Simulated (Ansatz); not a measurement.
**AlH₃ (singlet): from Hartree-Fock to the top rungs at distance Al1–H3 = 4.234 Å, aug-cc-pVDZ**

Aim: climb from Hartree-Fock through coupled cluster and multireference methods for AlH₃ (singlet) at one geometry and basis, and see what each rung misses.

The runs use Ansatz 0.2.0, Gaussian basis; aug-cc-pVDZ, core rule «outside noble gas», up to 5 orbitals frozen.

The runs, in order: UHF; CCSD(T) on RHF; CCSD(T) on UHF; BCCD(T) on RHF; CISD; CCSDT(Q) on RHF; CCSDT(Q) on UHF; CCSDTQ on RHF; CASSCF and MRCISD+Q, 2 electrons in 2 orbitals; CASSCF and NEVPT2, 2 electrons in 2 orbitals; CASSCF and MRCISD+Q, 6 electrons in 7 orbitals; CASSCF and MRCISD+Q(relaxed), 6 electrons in 7 orbitals; CASSCF and NEVPT2, 6 electrons in 7 orbitals; Full CI.

9 further runs of the same task are left out: 9 for a known fault of the program.

## Step 1: The geometry

The geometry derives from a PBE0/def2-TZVP stationary point (not a proven minimum). One bond is set to the value named and the two fragments are kept rigid.

4 atoms, charge 0, spin multiplicity 1.

Atoms are counted from 1 here; the program's logs count them from 0.

Bond lengths: Al1–H2 1.586 Å, Al1–H4 1.586 Å. Angles: H2–Al1–H4 120.0°.

## Step 2: UHF

Input file in.yaml:

```yaml
crystal:
  periodic: [false, false, false]
  atoms:
    - {symbol: Al, position_ang: [0.045208, -0.076613, 0.000157]}
    - {symbol: H, position_ang: [1.630984, -0.061562, 0.000074]}
    - {symbol: H, position_ang: [-2.106498, 3.569873, -0.007292]}
    - {symbol: H, position_ang: [-0.734645, -1.457458, 0.003030]}
basis:
  gaussian: {orbitals: aug-cc-pVDZ}
magnetization: {spin_polarized: true, initial_magnetization: 0}
hamiltonian: {xc: hf}
output: {orbitals: {seedname: orbitals}}
```

On the command line:

```sh
$ ansatz run in.yaml --threads 1 --pin off --events-out ev --progress --plain --max-ram 4096MiB --backend cpu
```

After this run come: CCSD(T) on RHF; CCSD(T) on UHF; BCCD(T) on RHF; CISD; CCSDT(Q) on RHF; CCSDT(Q) on UHF; CCSDTQ on RHF; CASSCF and MRCISD+Q, 2 electrons in 2 orbitals; CASSCF and NEVPT2, 2 electrons in 2 orbitals; CASSCF and MRCISD+Q, 6 electrons in 7 orbitals; CASSCF and MRCISD+Q(relaxed), 6 electrons in 7 orbitals; CASSCF and NEVPT2, 6 electrons in 7 orbitals; Full CI.

Q: Predict the results of all the runs planned. Wanted: FCI below the RHF energy; RMP2 from FCI; UMP2 from FCI; RCCSD from FCI; RCCSD(T) from FCI; UCCSD(T) from FCI; RCCSDT(Q) from FCI; UCCSDT(Q) from FCI; NEVPT2 pair from FCI.

As calculated:

| quantity | value |
| --- | --- |
| FCI below the RHF energy | -5.0623 eV |
| RMP2 from FCI | +200.0 kJ/mol |
| UMP2 from FCI | +61.2 kJ/mol |
| RCCSD from FCI | +27.0 kJ/mol |
| RCCSD(T) from FCI | -12.3 kJ/mol |
| UCCSD(T) from FCI | +4.4 kJ/mol |
| RCCSDT(Q) from FCI | -1.1 kJ/mol |
| UCCSDT(Q) from FCI | +0.4 kJ/mol |
| NEVPT2 pair from FCI | +58.5 kJ/mol |
| MRCISD+Q pair from FCI | -2.0 kJ/mol |
| NEVPT2 valence from FCI | +46.8 kJ/mol |
| levels within 1 kcal/mol (43 meV) | BCCD(T), RCCSDT, UCCSDT, RCCSDT(Q), UCCSDT(Q), RCCSDTQ, MRCISD+Q pair, MRCISD valence, MRCISD+Q valence, MRCISD+Q(relaxed) valence |
| T1 diagnostic | 0.138 |
| effectively unpaired electrons | 1.81 |

RCCSD(T) lands -12.3 kJ/mol from the yardstick (2.5 % of the correlation energy). CCSD(T) misses by -12.3 kJ/mol on the restricted determinant and by +4.4 kJ/mol on the unrestricted one; the two need not hold the same state or core. RCCSD(T), BCCD(T), RCCSDT(Q), MRCISD+Q pair, MRCISD+Q valence, MRCISD+Q(relaxed) valence fall below full CI, which methods that aren't variational can do. With 1.8 effectively unpaired electrons against 0 the state is strongly multireference. Coupled cluster on one determinant still stays close here. Of the multireference levels listed MRCISD+Q valence comes nearest in total energy (-0.6 kJ/mol), which doesn't show that its space is the better one. These misses are within one basis, not against nature.
